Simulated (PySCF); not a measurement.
Species: C3H2FOP.
Cartesian coordinates in Å at the PBE0-D3(BJ)/def2-SVP level; atoms count from 1:
```
atom  x, y, z in Å
F1    -1.108    1.658    1.782
C2    -0.483    0.676    1.189
C3    -0.789   -0.641    1.139
P4     0.444   -1.495    0.175
C5     1.218    0.009   -0.043
O6     0.614    1.063    0.549
H7    -1.662   -1.072    1.626
H8     2.126    0.275   -0.582
```

All values: PBE0/pcSseg-1 (PySCF, non-relativistic), on one gas-phase PBE0-D3(BJ)/def2-SVP geometry that isn't relaxed in the solvent. The solvent is an IEF-PCM continuum (cavity from Bondi-type radii × 1.2). The model holds no explicit solvent molecules, cavitation or dispersion.

```tsv
run	E − E(gas) (kcal/mol)	HOMO (eV)	HOMO–LUMO gap (eV)	dipole (D)
gas	0.00	-7.07	5.90	0.28
P	-2.20	-6.98	5.89	0.33
Q	-0.99	-7.01	5.90	0.30
```

The runs were made in benzene and dimethylsulfoxide. Which run belongs to which solvent?

P = dimethylsulfoxide, Q = benzene. The dielectric constants are 2.271 (benzene), 46.83 (dimethylsulfoxide), and the energy falls further as ε rises. In this model the ground state sees the solvent through ε alone.

How constant is the ratio of the lowering to (ε − 1)/(2ε + 1)?

| solvent | (ε − 1)/(2ε + 1) | E − E(gas) (kcal/mol) | ratio (kcal/mol) | polarisation term (kcal/mol) |
| --- | --- | --- | --- | --- |
| benzene | 0.229 | -0.99 | -4.3 | -1.03 |
| dimethylsulfoxide | 0.484 | -2.20 | -4.5 | -2.42 |

The ratio changes by +5.2 % in size from benzene to dimethylsulfoxide. The polarisation term is half the interaction of the solute with the induced surface charges.
